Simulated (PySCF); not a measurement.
Be: ionisation energy

Be [He] 2s2 (1S) → Be⁺ [He] 2s1 (2S), as a difference of total energies. All numbers are calculated (PySCF 2.14, scalar relativity by spin-free X2C-1e, in x2c-SVPall). Correlated levels: valence: 1s2 frozen. The calculations carry no spin-orbit coupling.

Q: Order these methods by the ionisation energy they give, lowest first.
A. UHF
B. SCS-MP2 (valence)
C. MP2 (valence)
D. MN15

A: A (7.970 eV), C (8.569 eV), B (8.689 eV), D (8.872 eV).

Errors of the correlated levels include the incompleteness of this basis and the frozen core.

With two correlated electrons CCSD is exact in that space.

The coupled-cluster amplitudes are large for Be (T1 above 0.03 or a double amplitude above 0.15), so a single reference is strained.

For comparison: 9.323 eV (measured; NIST Atomic Spectra Database, ionization energies).
